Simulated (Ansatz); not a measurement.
**AlPH (quartet): from Hartree-Fock to the top rungs, cc-pVDZ**

The task here is to estimate one member of a computed series from the others.

Computed with Ansatz 0.2.0, Gaussian basis. Level: cc-pVDZ, core rule «outside noble gas», up to 10 orbitals frozen.

To be run: UHF; CCSD(T) on ROHF; CCSD(T) on UHF; BCCD(T) on ROHF; CISD; CCSDT(Q) on ROHF; CCSDT(Q) on UHF; CCSDTQ on ROHF; CCSDTQ on UHF.

16 further runs of the same task are left out: 11 for a known fault of the program, 5 set aside as unsound or not needed.

**What is computed**

The geometry is a PBE0/def2-TZVP stationary point (not a proven minimum).

3 atoms, charge 0, spin multiplicity 4.

Atoms are counted from 1 here; the program's logs count them from 0.

Bond lengths: Al1–P2 2.392 Å, P2–H3 1.430 Å. Angles: Al1–P2–H3 98.4°.

Set-up of the first run:

in.yaml reads:

```yaml
crystal:
  periodic: [false, false, false]
  atoms:
    - {symbol: Al, position_ang: [0.000000, 0.034843, 1.300562]}
    - {symbol: P, position_ang: [0.000000, -0.073644, -1.088657]}
    - {symbol: H, position_ang: [0.000000, 1.330368, -1.360548]}
basis:
  gaussian: {orbitals: cc-pVDZ}
magnetization: {spin_polarized: true, initial_magnetization: 3}
hamiltonian: {xc: hf}
output: {orbitals: {seedname: orbitals}}
```

Started as:

```bash
> ansatz run in.yaml --threads 1 --pin off --events-out ev --progress --plain --max-ram 2816MiB --backend cpu
```

Among the steps run: UHF; CCSD(T) on ROHF; CCSD(T) on UHF; BCCD(T) on ROHF; CISD; CCSDT(Q) on ROHF; CCSDT(Q) on UHF; CCSDTQ on ROHF; CCSDTQ on UHF.

One of the session's tables, all rows but one given; the rest of the session is left out.

```
   method  from UCCSDTQ (kJ/mol)
     ROHF                 +448.9
      UHF                 +432.4
     RMP2                 +102.9
     UMP2                 +103.0
     CISD                  +46.7
    RCCSD                  +20.3
    UCCSD                      ?
 RCCSD(T)                   +4.7
 UCCSD(T)                   +4.7
  BCCD(T)                   +4.6
   RCCSDT                   +1.2
   UCCSDT                   +1.1
RCCSDT(Q)                   +0.1
UCCSDT(Q)                   +0.1
  RCCSDTQ                    0.0
  UCCSDTQ                      0
```

Q: Estimate the row for UCCSD from the others.

The run gave: from UCCSDTQ (kJ/mol): +19.2. In the column «from UCCSDTQ (kJ/mol)» it lies between UCCSD(T) (+4.7) and RCCSD (+20.3).

Limits of these values: Restricted and unrestricted rows rest on different reference determinants; where their highest levels disagree by more than a few hundredths of an eV, they describe different states and don't form one ladder.
